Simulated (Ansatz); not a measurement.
`COCCF` → `CCOCF`  (isomerisation)

Computed with Ansatz on PBE0-D4/def2-TZVP structures; ΔE is electronic, products minus reactants. CCSD(T)/CBS adds triple-zeta CCSD(T) − MP2 to the extrapolated MP2 energy (def2 sets, frozen cores). DFT in def2-TZVPP. HSE06 is defined as in plane-wave codes. One conformer a species, not always the lowest.

Is it downhill or uphill in electronic energy at CCSD(T)/CBS, and by how much? (An estimate is asked.)

The calculation gave: Downhill: ΔE = -10.5 kcal/mol.

What do these levels give: r2SCANh-D4, HSE06-D4, revPBE, r2SCANh, RPA@PBE/def2-TZVPP, MP2/def2-QZVPP? (Best estimate.)

Ansatz gave: r2SCANh-D4 -11.0, HSE06-D4 -10.6, revPBE -10.7, r2SCANh -11.1, RPA@PBE/def2-TZVPP -9.9, MP2/def2-QZVPP -11.0 kcal/mol.

Largest T1 diagnostic among the species: 0.011.

Leaving LDA and LC-ωPBE aside and taking each functional with its dispersion term where it has one, the values, not all of them listed here, spread over 1.3 kcal/mol, from PBE-QIDH to BLYP-D4.
